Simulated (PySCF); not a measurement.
## Basis-set dependence of population analyses: ethylamine

Ethylamine, C₂H₇N.
Numbering: `[CH3:1][CH2:2][NH2:3]` (hydrogens: H4, H5, H6 on C1; H7, H8 on C2; H9, H10 on N3)

PBE0 throughout (PySCF), one geometry, spherical d and f functions. Geometry: PBE0-D3(BJ)/def2-SVP, one conformer, isolated molecule. Atoms taken as equivalent share a column and are averaged.

Mulliken charges (e):

```
        basis  functions      C1      C2      N3  H4/H5/H6   H7/H8  H9/H10
       STO-3G         22  -0.231  -0.065  -0.413    +0.079  +0.068  +0.168
        6-31G         41  -0.479  -0.198  -0.709    +0.166  +0.154  +0.289
       6-31G*         56  -0.521  -0.187  -0.757    +0.174  +0.154  +0.317
     def2-SVP         77  -0.106  +0.006  -0.281    +0.042  +0.024  +0.103
     pcSseg-1         86  -0.302  -0.121  -0.456    +0.112  +0.105  +0.166
6-311+G(2d,p)        123  -0.448  -0.159  -0.485    +0.140  +0.114  +0.222
    def2-TZVP        135  -0.362  -0.088  -0.515    +0.116  +0.093  +0.215
```

IAO charges (e):

```
        basis  functions      C1      C2      N3  H4/H5/H6   H7/H8  H9/H10
       STO-3G         22  -0.395  -0.187  -0.443    +0.134  +0.120  +0.192
        6-31G         41  -0.430  -0.159  -0.570    +0.144  +0.123  +0.240
       6-31G*         56  -0.412  -0.133  -0.569    +0.137  +0.115  +0.237
     def2-SVP         77  -0.400  -0.126  -0.558    +0.133  +0.111  +0.233
     pcSseg-1         86  -0.411  -0.132  -0.573    +0.136  +0.116  +0.238
6-311+G(2d,p)        123  -0.425  -0.137  -0.602    +0.141  +0.121  +0.249
    def2-TZVP        135  -0.425  -0.136  -0.596    +0.141  +0.120  +0.248
```

Hirshfeld charges (e):

| basis | functions | C1 | C2 | N3 | H4/H5/H6 | H7/H8 | H9/H10 |
| --- | --- | --- | --- | --- | --- | --- | --- |
| STO-3G | 22 | -0.041 | +0.043 | -0.231 | +0.015 | +0.006 | +0.086 |
| 6-31G | 41 | -0.101 | -0.011 | -0.248 | +0.035 | +0.024 | +0.104 |
| 6-31G* | 56 | -0.103 | -0.015 | -0.243 | +0.035 | +0.024 | +0.104 |
| def2-SVP | 77 | -0.117 | -0.022 | -0.238 | +0.037 | +0.027 | +0.107 |
| pcSseg-1 | 86 | -0.119 | -0.025 | -0.242 | +0.038 | +0.030 | +0.106 |
| 6-311+G(2d,p) | 123 | -0.120 | -0.033 | -0.240 | +0.040 | +0.032 | +0.105 |
| def2-TZVP | 135 | -0.123 | -0.033 | -0.241 | +0.040 | +0.031 | +0.107 |

Some averages cover members that differ in this geometry, most widely: H7/H8, IAO in 6-31G +0.103 to +0.144; H7/H8, Mulliken in 6-31G +0.135 to +0.174; H7/H8, IAO in 6-31G* +0.096 to +0.133; H7/H8, IAO in def2-SVP +0.093 to +0.129 e.

Task: Which scheme is steadiest as the basis changes?

Result: Largest range over the bases for any column: Hirshfeld 0.08 e, IAO 0.16 e, Mulliken 0.48 e. Hirshfeld charges move least and Mulliken charges most, counted in e. Without the minimal STO-3G basis the ranges are Hirshfeld 0.02, IAO 0.04, Mulliken 0.48 e.

Task: How much do the charges still move between the two largest bases, 6-311+G(2d,p) and def2-TZVP?

Result: At most, over all atoms: Mulliken 0.086 e, IAO 0.006 e, Hirshfeld 0.003 e.

Task: What do the same runs give for the total energy, the frontier levels and the dipole moment?

Result: 
| basis | energy (Eh) | HOMO (eV) | LUMO (eV) | μ (D) |
| --- | --- | --- | --- | --- |
| STO-3G | -133.3378 | -3.80 | 10.27 | 1.42 |
| 6-31G | -134.9608 | -6.25 | 2.57 | 1.66 |
| 6-31G* | -134.9984 | -6.47 | 2.68 | 1.39 |
| def2-SVP | -134.9076 | -6.54 | 1.83 | 1.30 |
| pcSseg-1 | -134.9891 | -6.72 | 1.49 | 1.38 |
| 6-311+G(2d,p) | -135.0501 | -6.89 | 0.31 | 1.33 |
| def2-TZVP | -135.0584 | -6.83 | 1.12 | 1.31 |

The dipole is fixed by the density alone, so its range of 0.36 D shows that the density itself changes with the basis, not only its division among atoms.
